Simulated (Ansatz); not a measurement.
Two structures of CH₉NSi, singlet, reached by relaxing down either side of one saddle point (PBE0-D4/def2-TZVP). Energies are electronic, without zero-point energy. Ansatz 0.2.0; basis: def2-TZVPP and def2-QZVPP; cores frozen in the correlated methods. Extrapolation: Hartree–Fock as exp(−7.88 √X), correlation as X^−2.97. First:

```
atom    x (Å)    y (Å)    z (Å)
 Si1  -1.4318  -0.1584   1.0286
  N2   0.1287  -0.4994   1.6723
  H3  -2.5690  -0.2700   1.9909
  H4  -1.4184   1.2352   0.5148
  H5  -1.6879  -1.1182  -0.0758
  H6   1.2182   0.0971  -0.8322
  C7   1.2145   0.4219  -1.8729
  H8   0.3652  -1.4480   1.9164
  H9   0.5455   0.1466   2.3237
 H10   1.4130   1.4925  -1.9227
 H11   0.2391   0.2155  -2.3139
 H12   1.9830  -0.1147  -2.4293
```

Second:

```xyz
12
angstrom
Si -1.3078 0.4058 -0.3278
N 1.2198 -0.9788 1.4598
H -1.1393 1.0626 0.9974
H -2.5588 0.9497 -0.9315
H -1.5253 -1.0500 -0.1059
H 2.1859 -1.2516 1.5925
C 0.1523 0.7230 -1.4461
H 0.6596 -1.8203 1.5209
H 0.9625 -0.3944 2.2458
H 0.2929 1.7938 -1.6099
H 0.0098 0.2462 -2.4184
H 1.0486 0.3140 -0.9768
```

Task: Which bonds change from the first to the second?

Result: SiNH₅ ([NH2][SiH3]) + CH₄ → CH₆Si ([CH3][SiH3]) + NH₃; bonds formed: Si1–C7, N2–H6; bonds broken: Si1–N2, H6–C7.

Task: Give the saddle point's structure and its height above each. (Judge from chemistry; the value comes from the calculation.)

Result: Computed: 271.7 kJ/mol above the first and 229.2 kJ/mol above the second (CCSD(T) at an estimated basis limit (MP2 extrapolated from triple and quadruple zeta, plus CCSD(T) − MP2 in triple zeta)).
| atom | x (Å) | y (Å) | z (Å) |
| --- | --- | --- | --- |
| Si1 | -1.0473 | -0.0248 | 0.3085 |
| N2 | 0.5319 | -0.3895 | 1.2547 |
| H3 | -1.9528 | -0.2554 | 1.5069 |
| H4 | -1.3653 | 1.3925 | 0.0083 |
| H5 | -1.4860 | -1.1233 | -0.5851 |
| H6 | 0.9194 | -0.1658 | 0.1779 |
| C7 | 0.6443 | 0.3205 | -1.2866 |
| H8 | 0.6165 | -1.3255 | 1.6377 |
| H9 | 0.7778 | 0.2931 | 1.9634 |
| H10 | 1.1847 | 1.2756 | -1.2547 |
| H11 | -0.1501 | 0.4389 | -2.0289 |
| H12 | 1.3268 | -0.4362 | -1.7020 |

No T1 diagnostic of these runs exceeds 0.011.

Labels in which every atom is bracketed show which atoms are joined, not bond orders.

For scale, one of the runs: CCSD(T)/def2-TZVPP, 230 basis functions, launched by `ansatz run in.yaml --threads 4 --pin off --events-out ev --progress --plain --max-ram 9574MiB`. Hardware: 4 CPU threads of an Arm Neoverse V1, shared host. Wall time 52 s; peak host memory 3.9 GiB.
